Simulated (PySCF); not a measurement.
Molecule: `Cc1cc[nH]n1`, C₄H₆N₂.

Molfile (atoms numbered from 1):
```
C4H6N2
     RDKit          3D

 12 12  0  0  0  0  0  0  0  0999 V2000
    1.9002   -0.0228    0.1756 C   0  0  0  0  0  0  0  0  0  0  0  0
    0.4095   -0.0599    0.1158 C   0  0  0  0  0  0  0  0  0  0  0  0
   -0.4454    0.5705   -0.8231 C   0  0  0  0  0  0  0  0  0  0  0  0
   -1.7211    0.2172   -0.4296 C   0  0  0  0  0  0  0  0  0  0  0  0
   -1.5670   -0.5648    0.6615 N   0  0  0  0  0  0  0  0  0  0  0  0
   -0.2964   -0.7468    1.0088 N   0  0  0  0  0  0  0  0  0  0  0  0
    2.2471    0.3491    1.1513 H   0  0  0  0  0  0  0  0  0  0  0  0
    2.3274   -1.0279    0.0379 H   0  0  0  0  0  0  0  0  0  0  0  0
    2.3068    0.6316   -0.6069 H   0  0  0  0  0  0  0  0  0  0  0  0
   -0.1634    1.1962   -1.6664 H   0  0  0  0  0  0  0  0  0  0  0  0
   -2.7015    0.4584   -0.8347 H   0  0  0  0  0  0  0  0  0  0  0  0
   -2.2962   -1.0007    1.2098 H   0  0  0  0  0  0  0  0  0  0  0  0
  1  2  1  0
  2  3  1  0
  3  4  2  0
  4  5  1  0
  5  6  1  0
  6  2  2  0
  1  7  1  0
  1  8  1  0
  1  9  1  0
  3 10  1  0
  4 11  1  0
  5 12  1  0
M  END
```

Geometry PBE0-D3(BJ)/def2-SVP throughout; GIAO in PySCF, gas phase, one conformer, non-relativistic; equivalent atoms averaged; basis pcSseg-2.

For orientation, PBE0 gives these shifts δ (against TMS, NH3 at the same level): C2 157.6, C4 132.8, C3 113.3, C1 15.5, N6 336.2, N5 219.2, H12 9.34, H11 7.36, H10 6.27 ppm.

A run gave: C2 164.5, C4 141.1, C3 118.7, C1 15.5, N6 338.0, N5 216.7, H12 9.27, H11 7.43, H10 6.33 ppm (shifts δ (against TMS, NH3 at the same level)).

Which functional was used in that run?
A. WP04
B. mPW1PW91
C. CAM-B3LYP
D. LC-wPBE
E. LDA

## Answers

D. C4 tells them apart best: LC-wPBE gives 141.1, WP04 gives 134.5, mPW1PW91 gives 133.2, LDA gives 132.9, CAM-B3LYP gives 137.0 ppm.
